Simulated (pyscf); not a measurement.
Single points on ωB97X-D3(BJ)/def2-SVP structures (PySCF, gas phase).

Question: Estimate the classical barrier height and the reaction energy of F–SiH₃ + H₂ -> SiH₄ + HF at ωB97M-D3(BJ)/def2-TZVP. The step runs on the singlet surface, breaks F–Si, H–H and forms H–Si, F–H; take the separated reactants as zero.

Answer: ΔE‡ = 57.2 kcal/mol, ΔE = +25.9 kcal/mol. Zero-point energy shifts the barrier by +2.4 kcal/mol. It is a four-centre exchange, with an imaginary mode of 1215i cm⁻¹. This is the saddle that the search found; another between the same sides may lie lower.
